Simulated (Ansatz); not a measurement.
```xyz
8

F    -1.6791   -0.5502   -0.9459
C    -0.5602   -0.7203   -0.2095
O    -0.5058    0.1504    0.8747
C     0.6389    0.7260    0.2578
O     0.5652   -0.1866   -0.8302
H    -0.4978   -1.7843    0.0400
H     1.5466    0.5959    0.8537
H     0.4921    1.7690   -0.0406
```

Total charge 0; spin multiplicity 1.

Question: List the CAM-B3LYP/def2-TZVPP orbital energies in eV (Ansatz). (An estimate is asked.)

Answer: Ansatz gave: Occupied: -674.00, -523.62, -523.62, -284.16, -282.34, -36.26, -33.90, -29.52, -22.49, -19.03, -17.85, -17.34, -16.64, -15.24, -14.76, -13.72, -12.43, -11.63, -11.12, -10.08. Lowest empty: 2.11, 2.37, 3.05, 3.65, 4.28, 4.68, 5.15, 6.46.
